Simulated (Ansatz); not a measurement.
A made-up structure of CH$_{6}$NSi (charge +1), singlet:

C1  (0.423, -1.190, 1.084)
Si2  (0.634, -0.066, -0.095)
N3  (-0.744, 0.924, -0.737)
H4  (-1.629, 0.693, -0.286)
H5  (-0.825, 0.775, -1.743)
H6  (-0.540, 1.914, -0.597)
H7  (2.020, 0.056, -0.567)
H8  (1.216, -1.778, 1.471)
H9  (-0.508, -1.412, 1.540)
(Å)

It is relaxed with PBE-D4/def2-SVP and then PBE0-D4/def2-TZVP (Ansatz 0.2.0). Atoms count as bonded within 1.22 times the sum of their covalent radii (H–H: 0.88 Å). The end point is not checked to be a true minimum.

(1) Does its bonding change? (A judgement: the text doesn't fix the answer.)

Answers

(1) Computed: No: no bond forms or breaks.

Where it ends: The first stage lowers the energy by 0.59 eV in 6 steps. It ends as CH₆NSi ([CH2][SiH][NH3]), total charge +1:
C1  (0.367, -1.219, 1.126)
Si2  (0.784, -0.122, -0.075)
N3  (-0.664, 0.888, -0.720)
H4  (-1.520, 0.614, -0.231)
H5  (-0.833, 0.751, -1.719)
H6  (-0.545, 1.893, -0.576)
H7  (1.972, 0.316, -0.813)
H8  (1.126, -1.855, 1.571)
H9  (-0.640, -1.348, 1.508)
(Å)

Labels in which every atom is bracketed show which atoms are joined, not bond orders.

For scale, one of the runs: PBE0-D4/def2-TZVP relaxation, 135 basis functions, launched by `ansatz run in.yaml --threads 2 --pin off --events-out ev --progress --plain --max-ram 4352MiB`. Hardware: 2 CPU threads of an Arm Neoverse V2, shared host. Wall time about 20 s.
